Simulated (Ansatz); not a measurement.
# Nudged elastic band run: BFH4S

The input (input.yaml):

```yaml
crystal:
  periodic: [false, false, false]
  atoms:
    - { symbol: B, position_ang: [0.02368, 0.283626, -0.057615] }
    - { symbol: H, position_ang: [0.008804, 0.688306, 1.080443] }
    - { symbol: H, position_ang: [1.016556, 0.258429, -0.743444] }
    - { symbol: F, position_ang: [-1.153035, 0.094291, -0.660421] }
    - { symbol: S, position_ang: [0.414932, -2.302305, 0.792192] }
    - { symbol: H, position_ang: [-0.686843, -2.707954, 0.11983] }
    - { symbol: H, position_ang: [-0.272695, -2.151592, 1.947317] }
basis:
  gaussian: { orbitals: def2-SVP }
hamiltonian:
  xc: b3lyp
neb:
  order_check: false
  images: 5
  f_tol: 0.03
  max_iterations: 60
  final_atoms:
    - { symbol: B, position_ang: [0.1073001, -0.4437836, -1.0500594] }
    - { symbol: H, position_ang: [-0.18645694, -0.43179386, 3.6548876] }
    - { symbol: H, position_ang: [1.0198869, 0.32562419, -1.20649795] }
    - { symbol: F, position_ang: [-1.08071762, -0.17207677, -1.57030569] }
    - { symbol: S, position_ang: [0.39427623, -1.95158445, -0.10668348] }
    - { symbol: H, position_ang: [-0.86464319, -2.44281376, -0.20942954] }
    - { symbol: H, position_ang: [-0.03824647, -0.72077074, 2.96639047] }
  initial_path:
    images:
      - { positions_ang: [[0.02368, 0.283626, -0.057615], [0.008804, 0.688306, 1.080443], [1.016556, 0.258429, -0.743444], [-1.153035, 0.094291, -0.660421], [0.414932, -2.302305, 0.792192], [-0.686843, -2.707954, 0.11983], [-0.272695, -2.151592, 1.947317]] }
      - { positions_ang: [[0.0084712, 0.19135066, -0.03467834], [0.00040967, 0.4541247, 1.23730907], [1.01306407, 0.18577937, -0.69133639], [-1.15771494, 0.05868478, -0.6552789], [0.3177569, -2.22681443, 0.75242293], [-0.66352466, -2.76964378, 0.01662379], [-0.16706325, -1.7306803, 1.85323982]] }
      - { positions_ang: [[-0.00673759, 0.09907532, -0.01174167], [-0.00798466, 0.21994339, 1.39417515], [1.00957214, 0.11312975, -0.63922878], [-1.16239488, 0.02307857, -0.6501368], [0.22058181, -2.15132387, 0.71265387], [-0.64020632, -2.83133356, -0.08658242], [-0.0614315, -1.30976861, 1.75916264]] }
      - { positions_ang: [[-0.02194639, 0.00679998, 0.01119499], [-0.01637898, -0.01423791, 1.55104122], [1.00608021, 0.04048012, -0.58712116], [-1.16707482, -0.01252765, -0.6449947], [0.12340671, -2.0758333, 0.6728848], [-0.61688797, -2.89302333, -0.18978863], [0.04420025, -0.88885691, 1.66508547]] }
      - { positions_ang: [[0.02113578, -0.14339455, -0.34255647], [-0.07307164, -0.15342323, 2.25232335], [1.01068244, 0.13552814, -0.79358009], [-1.13828909, -0.06571069, -0.9534317], [0.21369655, -2.03441702, 0.41302871], [-0.69947304, -2.74295348, -0.1963356], [0.01671801, -0.83282819, 2.0988538]] }
      - { positions_ang: [[0.06421794, -0.29358908, -0.69630794], [-0.12976429, -0.29260854, 2.95360547], [1.01528467, 0.23057617, -1.00003902], [-1.10950335, -0.11889373, -1.26186869], [0.30398639, -1.99300073, 0.15317261], [-0.78205812, -2.59288362, -0.20288257], [-0.01076423, -0.77679946, 2.53262214]] }
      - { positions_ang: [[0.1073001, -0.4437836, -1.0500594], [-0.18645694, -0.43179386, 3.6548876], [1.0198869, 0.32562419, -1.20649795], [-1.08071762, -0.17207677, -1.57030569], [0.39427623, -1.95158445, -0.10668348], [-0.86464319, -2.44281376, -0.20942954], [-0.03824647, -0.72077074, 2.96639047]] }
```

Run as:

```bash
$ ansatz run input.yaml --threads 1 --pin off --max-ram 2048MiB --backend cpu --events-out ev --progress --plain --runs-dir out
```

Output, in part (warnings, iteration lines, the closing report on the highest movable image, with atoms numbered from 0):

```
NEB end point (image 0): max|allowed force component| = 1.445e-2 eV/Å (the criterion of neb.relax_end_points is 1.000e-2)
NEB end point (image 6): max|allowed force component| = 1.605e-2 eV/Å (the criterion of neb.relax_end_points is 1.000e-2)
NEB iter   1: max|band force component| = 5.550e0 eV/Å  barrier→ = 3.1143 eV  barrier← = 3.6040 eV  Δτ_max = 0.1999 Å  (167 SCF iters)
NEB iter   2: max|band force component| = 3.232e0 eV/Å  barrier→ = 2.0858 eV  barrier← = 2.5755 eV  Δτ_max = 0.2000 Å  (172 SCF iters)
NEB iter   3: max|band force component| = 2.050e0 eV/Å  barrier→ = 1.2228 eV  barrier← = 1.7126 eV  Δτ_max = 0.2000 Å  (156 SCF iters)
NEB iter   4: max|band force component| = 2.354e0 eV/Å  barrier→ = 1.2554 eV  barrier← = 1.7451 eV  Δτ_max = 0.1017 Å  (152 SCF iters)
NEB iter   5: max|band force component| = 1.682e0 eV/Å  barrier→ = 1.1514 eV  barrier← = 1.6412 eV  Δτ_max = 0.1027 Å  (139 SCF iters)
NEB iter   6: max|band force component| = 1.719e0 eV/Å  barrier→ = 1.1438 eV  barrier← = 1.6335 eV  Δτ_max = 0.0501 Å  (141 SCF iters)
NEB iter   7: max|band force component| = 8.891e-1 eV/Å  barrier→ = 1.0076 eV  barrier← = 1.4973 eV  Δτ_max = 0.0505 Å  (146 SCF iters)
NEB iter   8: max|band force component| = 5.816e-1 eV/Å  barrier→ = 0.9324 eV  barrier← = 1.4221 eV  CI = image 2  Δτ_max = 0.0502 Å  (143 SCF iters)
NEB iter   9: max|band force component| = 4.068e-1 eV/Å  barrier→ = 0.9579 eV  barrier← = 1.4476 eV  CI = image 2  Δτ_max = 0.1005 Å  (145 SCF iters)
NEB iter  10: max|band force component| = 2.886e-1 eV/Å  barrier→ = 0.9390 eV  barrier← = 1.4287 eV  CI = image 2  Δτ_max = 0.0989 Å  (143 SCF iters)
NEB iter  11: max|band force component| = 5.040e-1 eV/Å  barrier→ = 0.9192 eV  barrier← = 1.4089 eV  CI = image 2  Δτ_max = 0.0501 Å  (139 SCF iters)
NEB iter  12: max|band force component| = 3.143e-1 eV/Å  barrier→ = 0.9121 eV  barrier← = 1.4018 eV  CI = image 2  Δτ_max = 0.0500 Å  (146 SCF iters)
NEB iter  13: max|band force component| = 1.676e-1 eV/Å  barrier→ = 0.9063 eV  barrier← = 1.3960 eV  CI = image 2  Δτ_max = 0.0396 Å  (144 SCF iters)
NEB iter  14: max|band force component| = 9.239e-2 eV/Å  barrier→ = 0.9044 eV  barrier← = 1.3941 eV  CI = image 2  Δτ_max = 0.0500 Å  (143 SCF iters)
NEB iter  15: max|band force component| = 1.221e-1 eV/Å  barrier→ = 0.9039 eV  barrier← = 1.3936 eV  CI = image 2  Δτ_max = 0.0250 Å  (133 SCF iters)
NEB iter  16: max|band force component| = 1.027e-1 eV/Å  barrier→ = 0.9037 eV  barrier← = 1.3934 eV  CI = image 2  Δτ_max = 0.0145 Å  (126 SCF iters)
NEB iter  17: max|band force component| = 9.648e-2 eV/Å  barrier→ = 0.9037 eV  barrier← = 1.3934 eV  CI = image 2  Δτ_max = 0.0080 Å  (120 SCF iters)
NEB iter  18: max|band force component| = 2.219e-2 eV/Å  barrier→ = 0.9037 eV  barrier← = 1.3934 eV  CI = image 2  Δτ_max = 0.0000 Å  (237 SCF iters)
Total energy: -14288.39431180 eV, -525.0888059370 hartree
Atom 0 at     0.012382    -0.238160     0.054908 Å, force    -0.002523    -0.005152     0.000104 eV/Å
Atom 1 at    -0.201827     0.084838     1.321000 Å, force    -0.000504     0.001833     0.004110 eV/Å
Atom 2 at     1.070301     0.255787    -0.240058 Å, force     0.003730     0.002147    -0.001521 eV/Å
Atom 3 at    -1.108666    -0.044579    -0.667841 Å, force    -0.000627     0.000158    -0.001076 eV/Å
Atom 4 at     0.435527    -2.257537     0.330188 Å, force    -0.000384     0.001635     0.000509 eV/Å
Atom 5 at    -0.856825    -2.657865     0.404403 Å, force    -0.000244    -0.000125    -0.000277 eV/Å
Atom 6 at     0.000506    -0.979682     1.275702 Å, force     0.000552    -0.000495    -0.001848 eV/Å
Dipole moment:    -0.047431    -0.158620     0.323664 e Å
```

It converged. A vibrational analysis at the climbing image gives one clearly imaginary mode, 941i cm⁻¹: a first-order saddle point. The orbitals stay closed-shell, which can raise the energy where a bond breaks towards radicals; this wasn't checked here.

Final band (atoms are numbered from 1 in the order of the input):

```json
{"image": "0", "path coordinate (Å)": "0.00", "energy (eV)": "0.00", "B1–H2 (Å)": "1.21", "S5–H7 (Å)": "1.35", "B1–S5 (Å)": "2.75"}
{"image": "1", "path coordinate (Å)": "1.02", "energy (eV)": "0.11", "B1–H2 (Å)": "1.21", "S5–H7 (Å)": "1.35", "B1–S5 (Å)": "2.66"}
{"image": "2", "path coordinate (Å)": "2.04", "energy (eV)": "0.90", "B1–H2 (Å)": "1.32", "S5–H7 (Å)": "1.65", "B1–S5 (Å)": "2.08"}
{"image": "3", "path coordinate (Å)": "3.08", "energy (eV)": "-0.21", "B1–H2 (Å)": "2.26", "S5–H7 (Å)": "2.54", "B1–S5 (Å)": "1.82"}
{"image": "4", "path coordinate (Å)": "4.12", "energy (eV)": "-0.47", "B1–H2 (Å)": "3.07", "S5–H7 (Å)": "3.35", "B1–S5 (Å)": "1.80"}
{"image": "5", "path coordinate (Å)": "5.16", "energy (eV)": "-0.48", "B1–H2 (Å)": "3.97", "S5–H7 (Å)": "3.35", "B1–S5 (Å)": "1.80"}
{"image": "6", "path coordinate (Å)": "6.19", "energy (eV)": "-0.49", "B1–H2 (Å)": "4.71", "S5–H7 (Å)": "3.34", "B1–S5 (Å)": "1.80"}
```

The run took 3.1 min on 1 thread of Intel(R) Xeon(R) Platinum 8259CL CPU @ 2.50GHz (Skylake/Cascade Lake), on a shared host, peak memory 0.14 GiB.
